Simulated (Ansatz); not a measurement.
This Ansatz (a first-principles code) input (PBE0/6-311G**) gives -460.12762 Eh with 27 basis functions. A basis named .json is the Basis Set Exchange file of that set (core-valence sets with the plain set on hydrogen).

Ansatz 0.2 input:
```yaml
crystal:
  periodic: [false, false, false]
  atoms:
    - {symbol: Cl, position_ang: [0.00000000, 0.00000000, 0.00000000]}
basis:
  gaussian:
    orbitals: 6-311G__.json
hamiltonian:
  xc: {name: PBE0}
total_charge: -1
scf: {lower_state_search: full}
magnetization: {spin_polarized: false}
```

Change:
```diff
- orbitals: 6-311G__.json
+ orbitals: pcseg-0.json
```

Problem. What does the run give now?

Solution. -459.54257 Eh (PBE0/pcseg-0, 13 functions), a change of +585.05 mEh.
